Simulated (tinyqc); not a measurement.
Inside a calculation. Method: Pariser-Parr-Pople SCF with singles CI, for the molecule C1=CC=C1 (SMILES; centres numbered as the heavy atoms are written). One step of it, computed by the program tinyqc.

Question. Singles CI, triplets. Over the 4 single excitations with the smallest orbital gaps: A = (e_a - e_i) delta - (ij|ab), with (pq|rs) = sum c_mp c_mq gamma_mn c_nr c_ns.

orbital energies (eV): [-13.083759, -7.148168, -4.041832, 1.893759]

coefficients, order 1C, 2C, 3C, 4C:
```
[[0.468470, 0.707107, 0.000000, 0.529656],
 [0.529656, 0.000000, 0.707107, -0.468470],
 [0.468470, -0.707107, 0.000000, 0.529656],
 [0.529656, 0.000000, -0.707107, -0.468470]]
```

repulsion gamma_rs (eV), order 1C, 2C, 3C, 4C:
```
[[11.130000, 5.345397, 4.398492, 5.345397],
 [5.345397, 11.130000, 5.345397, 4.398492],
 [4.398492, 5.345397, 11.130000, 5.345397],
 [5.345397, 4.398492, 5.345397, 11.130000]]
```

Give: triplet CI matrix; triplet excitation energies.

Answer.

triplet CI matrix (eV), order 2>3, 2>4, 1>3, 1>4:
```
[[-2.239, 0.000, 0.000, 0.000],
 [0.000, 2.339, 0.000, 0.000],
 [0.000, 0.000, 2.339, 0.000],
 [0.000, 0.000, 0.000, 8.441]]
```

triplet excitation energies (eV): [-2.239, 2.339, 2.339, 8.441]
